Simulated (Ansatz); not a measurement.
Basis-set extrapolation for C₂H₇NS₂, SMILES `NC(S)CS` (PBE0-D4/def2-TZVP geometry, frozen core, Ansatz). Multiplicity 1, RHF reference.

```
                      def2-TZVPP   def2-QZVPP
                 HF  -929.386003  -929.415154
    MP2 correlation    -0.921618    -0.990877
CCSD(T) correlation    -1.021732      not run
```

Energies in hartree. Use E(X) = E(∞) + A·exp(−7.88·√X) for Hartree–Fock and E(X) = E(∞) + B·X^(−2.97) for correlation, with X = 3 and 4, and add CCSD(T) minus MP2 of the smaller set to the MP2 limit.

Question: What is the CCSD(T) energy at the basis-set limit?

Answer: HF limit: -929.415154 + (-0.029151) × 0.13774 = -929.41917. MP2 limit: -0.990877 + (-0.069259) × 0.74074 = -1.04218. Higher-order term: -1.021732 − (-0.921618) = -0.10011. Total: -930.56146 hartree, 96.5 kcal/mol below CCSD(T)/def2-TZVPP.
